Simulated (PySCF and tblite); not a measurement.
C3H9N, numbered as in [CH3:1][CH:2]([CH3:3])[NH2:4].

Free energies: PBE0-D3(BJ)/pcSseg-1 (IEF-PCM, chloroform) on PBE0-D3(BJ)/def2-SVP structures plus GFN2-xTB thermal terms, symmetry and mirror images included. Conformers within 3 kcal/mol (GFN2-xTB free energy) were kept, 4 at most. GIAO shieldings: PBE0/pcSseg-1 (IEF-PCM, chloroform). Shifts are against TMS (¹H), TMS (¹³C), NH3 (¹⁵N) at the same level. Codes: tblite and PySCF.

Torsions listed: C1–C2–N4–H4. Of a mirror pair one member is shown.

| conformer | shape | weight % | dipole D |
| --- | --- | --- | --- |
| 1 | -55° | 61.4 | 1.58 |
| 2 | -178° | 38.6 | 1.64 |

Question: How do the computed shifts compare with measured ones?

Answer: 
```json
{"nucleus": "¹H", "signal": "H1/H3", "leading conformer": "1.02", "average": "1.00", "measured": "1.03", "medium": "not stated per compound (mostly CDCl3 or CCl4)"}
{"nucleus": "¹H", "signal": "H2", "leading conformer": "2.68", "average": "2.83", "measured": "3.07", "medium": "not stated per compound (mostly CDCl3 or CCl4)"}
{"nucleus": "¹³C", "signal": "C1/C3", "leading conformer": "28.6", "average": "27.9", "measured": "26.5", "medium": "not stated per compound (mostly CDCl3 or CCl4)"}
{"nucleus": "¹³C", "signal": "C2", "leading conformer": "45.8", "average": "45.5", "measured": "43", "medium": "not stated per compound (mostly CDCl3 or CCl4)"}
```

Measured values: Pretsch, Buehlmann, Badertscher, Structure Determination of Organic Compounds, 4th ed. (2009). Mean difference for ¹H: -0.13 ppm, scatter 0.10 ppm. Mean difference for ¹³C: 1.95 ppm, scatter 0.55 ppm. The computed shifts are unscaled and lack vibrational corrections.


¹⁵N shifts are against a computed isolated NH3 molecule, about 20 ppm from the liquid.